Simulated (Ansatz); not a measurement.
# AlSiH (singlet): the correlation ladder at a displaced geometry (v1), 6-31G

One table from this session's results is given with a row withheld; the runs are named, their logs left out.

Computed with Ansatz 0.2.0, Gaussian basis. Level: 6-31G, core rule «outside noble gas», up to 10 orbitals frozen.

Plan: UHF; CCSD(T) on RHF; CCSD(T) on UHF; BCCD(T) on RHF; CISD; CCSDT(Q) on RHF; CCSDT(Q) on UHF; CCSDTQ on RHF; CCSDTQ on UHF; CASSCF and MRCISD+Q, 8 electrons in 9 orbitals; CASSCF and NEVPT2, 8 electrons in 9 orbitals; Full CI.

14 further runs of the same task are left out: 7 that didn't finish, 7 set aside as unsound or not needed. Runs told in other sessions of the task aren't counted.

## The geometry

The geometry is a PBE0/def2-TZVP stationary point (not a proven minimum) with its atoms shifted at random (size 0.040 Å).

3 atoms, charge 0, spin multiplicity 1.

Atoms are counted from 1 here; the program's logs count them from 0.

Bond lengths: Si1–Al2 2.365 Å, Al2–H3 1.639 Å. Angles: Si1–Al2–H3 177.0°.

The first run:

in.yaml

```yaml
crystal:
  periodic: [false, false, false]
  atoms:
    - {symbol: Si, position_ang: [-0.015433, -0.009008, 2.122444]}
    - {symbol: Al, position_ang: [-0.016266, -0.025151, -0.242513]}
    - {symbol: H, position_ang: [0.031698, 0.034159, -1.879932]}
basis:
  gaussian: {orbitals: 6-31G}
magnetization: {spin_polarized: true, initial_magnetization: 0}
hamiltonian: {xc: hf}
output: {orbitals: {seedname: orbitals}}
```

Command:

```bash
$ ansatz run in.yaml --threads 1 --pin off --events-out ev --progress --plain --max-ram 2393MiB
```

Among the steps run: UHF; CCSD(T) on RHF; CCSD(T) on UHF; BCCD(T) on RHF; CISD; CCSDT(Q) on RHF; CCSDT(Q) on UHF; CCSDTQ on RHF; CCSDTQ on UHF; CASSCF and MRCISD+Q, 8 electrons in 9 orbitals; CASSCF and NEVPT2, 8 electrons in 9 orbitals; Full CI.

One table of the session follows, with a row left open; its other results are not shown here.

| method | from FCI (meV) |
| --- | --- |
| RHF | +2903.6 |
| RMP2 | +922.3 |
| CISD | +394.8 |
| RCCSD | +198.9 |
| RCCSD(T) | +112.0 |
| BCCD(T) | +115.2 |
| RCCSDT | +50.9 |
| RCCSDT(Q) | +10.7 |
| RCCSDTQ | +2.4 |
| CASSCF valence | +647.1 |
| NEVPT2 valence | ? |
| MRCISD valence | +16.4 |
| MRCISD+Q valence | +2.1 |
| FCI | 0 |

**Question.** Estimate the row for NEVPT2 valence.

As computed: from FCI (meV): +199.4. In the column «from FCI (meV)» it lies between RCCSD (+198.9) and CISD (+394.8).

Left out of the table: UHF, UMP2, UCCSD, UCCSD(T), UCCSDT, UCCSDT(Q), UCCSDTQ (another determinant or state than the rows shown). UCCSDT(Q) lies 0.61 eV below the table's zero, so the state tabled may not be the lowest.

Limits of these values: The report flags that the cluster equations may have other roots. The program flags RCCSDT(Q), RCCSDTQ as in doubt, so those rows may rest on another solution.
